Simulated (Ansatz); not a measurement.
**[H···H···F], doublet: the ladder up to UCCSDT(Q)**

Geometry: a point of a hydrogen-transfer path between rigid fragments, not a stationary point.

```yaml
atoms:
  - { symbol: H, position_ang: [0.0000, 0.0000, -0.9307] }
  - { symbol: H, position_ang: [0.0000, 0.0000, -0.0397] }
  - { symbol: F, position_ang: [0.0000, 0.0000, 0.9703] }
```

Basis cc-pVTZ; Ansatz 0.2.0. Only valence electrons are correlated (noble-gas cores frozen), which leaves 9 electrons in 57 orbitals. Prefix R: restricted or restricted open-shell reference; prefix U: unrestricted. Active spaces: pair = (3e, 3o) about the gap; valence = (9e, 6o) chosen from the atoms' valence shells.

Full CI isn't at hand for all of this; UCCSDT(Q) serves as the reference, and is uncertain by about the last step of the cluster series. The frozen core follows each run's orbitals, which can shift R against U totals by a few meV.

For open shells CISD is restricted-active-space CI with the open shells as a complete middle space.

```
UHF ⟨S²⟩                          : 0.768
T1 diagnostic (RCCSD)             : 0.0222
largest doubles amplitude (RCCSD) : 0.050
T1 diagnostic (UCCSD)             : 0.0122
```

| level | E − E(RHF) (eV) |
| --- | --- |
| UHF | -0.1762 |
| RMP2 | -7.8858 |
| UMP2 | -7.8298 |
| RCCSD | -7.9708 |
| UCCSD | -7.9792 |
| RCCSD(T) | -8.1799 |
| UCCSD(T) | -8.1789 |

(1) Estimate how far UCCSDT(Q) in cc-pVTZ lies from RCCSD(T). The table doesn't fix it; the size of (T) and the diagnostics are the guide.

(1) UCCSDT(Q) in cc-pVTZ lies 1.1 kJ/mol below RCCSD(T), which is 6 % of the (T) step (-20.2 kJ/mol). The diagnostics are small and one determinant leads, so the series closes fast and only a small part of (T) is left.

The other levels:

```tsv
level	E − E(UCCSDT(Q)) (kJ/mol)	share of correlation (%)	wall time
CISD	51.3	93.51	2 s
BCCD(T)	1.1	99.86	1.6 s
RCCSDT	0.9	99.89	–
UCCSDT	0.8	99.89	–
RCCSDT(Q)	0.1	99.99	58 s
CASSCF (pair space)	714.6	9.58	–
NEVPT2 (pair space)	30.6	96.13	0.42 s
CASSCF (valence space)	710.0	10.17	–
NEVPT2 (valence space)	85.8	89.15	0.42 s
MRCISD (valence space)	41.0	94.82	–
MRCISD+Q (valence space)	10.0	98.73	0.99 s
```

The correlation energy at UCCSDT(Q), counted from RHF, is -8.192 eV. That run took 49 s on 1 thread of Arm Neoverse V2, shared host.

Times hold each run's SCF and search for its determinant on a shared host, so for small cases they say little of a method's own cost; they ran on 1 thread of Arm Neoverse V2.

Natural occupations of CASSCF (valence space) about the gap: 2.000 2.000 1.999 1.974 1.002 0.024; effectively unpaired electrons, Σ n²(2−n)², 1.00.
